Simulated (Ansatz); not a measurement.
Which isomer of C2HOS− gives these data?

These gas-phase data were calculated for one isomer of C2HOS− at BLYP-D3(BJ)/def2-SVPD (harmonic, unscaled wavenumbers; equilibrium rotational constants with average atomic masses):

| Property | Result |
| --- | --- |
| rotational constants | 51.72, 2.72, 2.63 GHz |
| all wavenumbers above 1500 cm⁻¹ | 2598, 1566 |

Candidates:

(1) `O=C=C[S-]`, a singlet
(2) `[O-]C=C=S`, a singlet

Q: Which structure fits?

A: Candidate (2). No mode falls between 1950 and 2350 cm⁻¹, where the C=C=X stretch of (1) would stand.

The same quantities for all candidates:

```
     rotational constants (GHz)  wavenumbers above 1500 cm⁻¹  E above the lowest, BLYP-D3(BJ)/def2-SVPD (kcal/mol)
(1)         33.02, 2.955, 2.712                   3001, 2053                                                   0.0
(2)           51.72, 2.72, 2.63                   2598, 1566                                                  18.9
```

Harmonic stretches to hydrogen usually lie a few per cent above observed fundamentals. Programs: Ansatz 0.2.0.
